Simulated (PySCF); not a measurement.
## Mass spectrum arithmetic for `C[BH2-][NH3+]`

Species: `C[BH2-][NH3+]`.

Calculated from isotope tables alone.

(1) Molar mass and exact mass?

(2) Give the isotope pattern of the molecular ion M+•, merging species of the same nominal mass.

(3) What share of all molecules is the monoisotopic species?

(4) Which m/z would the protonated, sodiated and deprotonated molecule have?

(5) Count the protons, neutrons and electrons of the monoisotopic species, and give its exact less its nominal mass.

(6) Resolve the fine structure: one atom at a time replaced by a minor isotope.

Answers

(1) For CH8BN, with standard atomic weights, 1 × 12.011 + 1 × 10.810 + 1 × 14.007 + 8 × 1.008 = 44.892 g/mol. From the most abundant isotopes (12C, 11B, 14N, 1H), 1 × 12.000000 + 1 × 11.009305 + 1 × 14.003074 + 8 × 1.007825 = 45.0750 u.

(2) 
| nominal mass | m/z (centroid) | relative intensity |
| --- | --- | --- |
| 44 | 44.0781 | 24.7 |
| 45 | 45.0745 | 100.0 |
| 46 | 46.0765 | 1.5 |

Cut off at 0.1 %. One electron mass, 0.00055 u, is taken off. Abundances used (%; other tables differ somewhat): 12C 98.93, 13C 1.07; 10B 19.9, 11B 80.1; 14N 99.632, 15N 0.368; 1H 99.9885, 2H 0.0115.

(3) 0.9893 × 0.801 × 0.99632 × 0.999885^8 = 78.88 %.

(4) [M+H]+ 46.0823, [M+Na]+ 68.0642, [M−H]− 44.0677, for the monoisotopic species (arithmetic only; whether such ions form is another matter).

(5) 26 protons, 19 neutrons and 26 electrons; 45.0750 − 45 = +0.0750 u.

(6) Intensity in % of the monoisotopic species:

```json
{"isotope": "10B", "mass shift (u)": "-0.99637", "m/z": "44.0781", "intensity (%)": "24.84"}
{"isotope": "15N", "mass shift (u)": "+0.99703", "m/z": "46.0715", "intensity (%)": "0.37"}
{"isotope": "13C", "mass shift (u)": "+1.00335", "m/z": "46.0778", "intensity (%)": "1.08"}
{"isotope": "2H", "mass shift (u)": "+1.00628", "m/z": "46.0807", "intensity (%)": "0.09"}
```

Species under 0.02 % are left out.
